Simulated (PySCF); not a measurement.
# NEVPT2(3,3)/STO-3G run of MgSH (SMILES [Mg][SH])

Aim: the energy change on altering one bond length of MgSH at NEVPT2(3,3)/STO-3G, from 2 runs. The job is set up through a Python script.

The calculation is run with PySCF 2.14.0.

10 further runs of the same task are left out: 4 that didn't finish, 6 set aside as unsound or not needed.

**1. The system as given**

MgSH: 3 atoms, total charge 0, spin state doublet. As SMILES, `[Mg][SH]`. Geometry: relaxed at PBE0-D4/def2-TZVP.

Bond lengths: Mg1–S2 2.325 Å, S2–H3 1.346 Å. Angles: Mg1–S2–H3 91.4°.

**2. The energy at NEVPT2(3,3)/STO-3G**

input.py reads:

```python
import numpy
from pyscf import gto, scf, mp, mcscf, mrpt

system = gto.Mole()
system.atom = 'Mg 1.366100 -0.566400 0.678300; S -0.680600 -0.418400 -0.415200; H -0.696400 0.920100 -0.276400'
system.spin = 1
system.verbose = 3
system.max_memory = 1860
system.basis = 'sto-3g'
system.build()

myscf = system.ROHF()
myscf.conv_tol = 1e-10
myscf.kernel()
if not myscf.converged:
    myscf = myscf.newton().run(myscf.mo_coeff, myscf.mo_occ)

pt = mp.MP2(scf.addons.convert_to_uhf(myscf)).run()
noons, natorbs = mcscf.addons.make_natural_orbitals(pt)
print('natural occupations', numpy.round(noons[:40], 4))
cas = mcscf.CASSCF(myscf, 3, 3)
cas.fix_spin_(ss=0.75)
cas.natorb = True
cas.kernel(natorbs)
e_pt2 = mrpt.NEVPT(cas).kernel()
etot = cas.e_tot + e_pt2
print('E = %.10f Eh' % etot)
```

Command:

```console
OMP_NUM_THREADS=1 python input.py
```

Output:

```text
converged SCF energy = -590.818881981935
E(UMP2) = -590.86246553758  E_corr = -0.0435835556445979
E(SCS-UMP2) = -590.865104919605  E_corr = -0.0462229376700219
natural occupations [2.     2.     2.     2.     2.     2.     1.9997 1.9985 1.9984 1.9982
 1.9979 1.9974 1.9901 1.986  1.0007 0.0159 0.0081 0.005  0.0042]
CASSCF energy = -590.837956890453
CASCI E = -590.837956890453  E(CI) = -1.81811687638753  S^2 = 0.7500000
Sr    (-1)',   E = -0.00024443961371
Si    (+1)',   E = -0.00048919997301
Sijrs (0)  ,   E = -0.01875107900811
Sijr  (+1) ,   E = -0.00511692440839
Srsi  (-1) ,   E = -0.00215143054850
Srs   (-2) ,   E = -0.00005086149589
Sij   (+2) ,   E = -0.00130128756654
Sir   (0)' ,   E = -0.00298665953562
Nevpt2 Energy = -0.031091882149756
E = -590.8690487726 Eh
```

Run time: 1.1 s. Hardware: 1 thread of Arm Neoverse V1, shared host; peak memory 0.12 GiB.

**3. The distorted shape at the same level**

run.py reads:

```python
import numpy
from pyscf import gto, scf, mp, mcscf, mrpt

mol = gto.Mole()
mol.atom = '''
Mg     2.605441    -3.093886     1.071964
S     -1.262261    -2.814207    -0.994451
H     -1.316005     1.738737    -0.522320
'''
mol.basis = 'sto-3g'
mol.spin = 1
mol.max_memory = 1860
mol.verbose = 3
mol.unit = 'bohr'
mol.charge = 0
mol.build()

hf = scf.ROHF(mol)
hf.conv_tol = 1e-10
hf.kernel()
if not hf.converged:
    hf = hf.newton().run(hf.mo_coeff, hf.mo_occ)

pt = mp.MP2(scf.addons.convert_to_uhf(hf)).run()
noons, natorbs = mcscf.addons.make_natural_orbitals(pt)
print('natural occupations', numpy.round(noons[:40], 4))
cas = mcscf.CASSCF(hf, 3, 3)
cas.fix_spin_(ss=0.75)
cas.natorb = True
cas.kernel(natorbs)
e_pt2 = mrpt.NEVPT(cas).kernel()
e_tot = cas.e_tot + e_pt2
print('E(%s) = %.9f' % ('NEVPT2', e_tot))
```

Command:

```console
OMP_NUM_THREADS=1 python run.py
```

Output:

```text
converged SCF energy = -590.624440847334
E(UMP2) = -590.684087914723  E_corr = -0.0596470673887879
E(SCS-UMP2) = -590.686547512216  E_corr = -0.0621066648819743
natural occupations [2.     2.     2.     2.     2.     2.     1.9997 1.9981 1.998  1.9979
 1.9954 1.9939 1.9929 1.9336 1.0017 0.0605 0.0111 0.0108 0.0064]
CASSCF energy = -590.702001925074
CASCI E = -590.702001925074  E(CI) = -1.37962956590150  S^2 = 0.7500000
Sr    (-1)',   E = -0.00019837184119
Si    (+1)',   E = -0.00048513116661
Sijrs (0)  ,   E = -0.01901107081912
Sijr  (+1) ,   E = -0.00518653512055
Srsi  (-1) ,   E = -0.00236743828693
Srs   (-2) ,   E = -0.00004664285174
Sij   (+2) ,   E = -0.00052357284357
Sir   (0)' ,   E = -0.00337467786231
Nevpt2 Energy = -0.031193440792021
E(NEVPT2) = -590.733195366
```

Wall time 1.7 s (1 thread of Arm Neoverse V1, shared host); peak memory 0.12 GiB.

**4. Outcome**

Level: NEVPT2(3,3)/STO-3G.

| quantity | value |
| --- | --- |
| first shape: total energy | -590.86905 Eh |
| first shape: dipole moment (Hartree–Fock density) | 5.45 D |
| distorted shape: total energy | -590.73320 Eh |
| distorted shape: dipole moment (Hartree–Fock density) | 7.51 D |
| energy change with the S2–H3 bond stretched from 1.346 to 2.422 Å | 3.697 eV |

**Reading.** With the S2–H3 bond stretched from 1.346 to 2.422 Å the energy rises by 3.70 eV (357 kJ/mol). The first shape isn't relaxed at this level, so the change isn't measured from a minimum. The minimal basis adds a large error of its own. Mulliken charges (first shape) of the mean-field density run from -0.38 on S2 to +0.51 on Mg1.
